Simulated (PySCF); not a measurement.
Compound: ethanolate, C2H5O (charge -1).
Atom-mapped SMILES: `[CH3:1][CH2:2][O-:3]` (hydrogens: H4, H5, H6 on C1; H7, H8 on C2)

Cartesian coordinates in Å at the GFN2-xTB level; atoms count from 1:
```xyz
8
C2H5O angstrom
C     -0.7866   -0.0071   -0.0406
C      0.7881    0.0469    0.0467
O      1.3006    1.1701    0.4384
H     -1.2136    0.2020    0.9400
H     -1.1399    0.7534   -0.7368
H     -1.1316   -0.9891   -0.3782
H      1.1344   -0.3007   -1.0064
H      1.0576   -0.8660    0.7124
```

The closed-shell SCF was solved with PySCF and density fitting under several settings on one GFN2-xTB geometry (grid level 2 and gas phase unless stated).

```csv
settings,basis functions,SCF cycles,E (Eh),HOMO (eV),LUMO (eV)
PBE0/pcSseg-1,76,13,-154.2129,1.07,6.67
"mPW1PW91/aug-cc-pVDZ, IEF-PCM chloroform, grid level 4, fitting basis def2-universal-jkfit",114,11,-154.4904,-3.93,0.79
```

Estimate the row for these settings: PBE0/6-311+G(2d,p).

```
          settings  basis functions  SCF cycles     E (Eh)  HOMO (eV)  LUMO (eV)
PBE0/6-311+G(2d,p)              111          14  -154.2914       0.41       4.22
```

Over all rows, what range does the HOMO–LUMO gap span?

From 3.81 eV (PBE0/6-311+G(2d,p)) to 5.60 eV (PBE0/pcSseg-1).

Compare two rows with the functional PBE0: PBE0/6-311+G(2d,p) and PBE0/pcSseg-1. Which energy is lower, and by how much?

PBE0/6-311+G(2d,p) (111 functions) lies 0.0785 Eh or 49 kcal/mol below PBE0/pcSseg-1 (76 functions).

Cycle counts include a coarse-grid stage where the run had one. All basis functions are spherical, in the Pople sets too. The HOMO energy is positive at PBE0/6-311+G(2d,p) and PBE0/pcSseg-1; such an orbital is held in place by the finite basis. The species at its GFN2-xTB geometry.
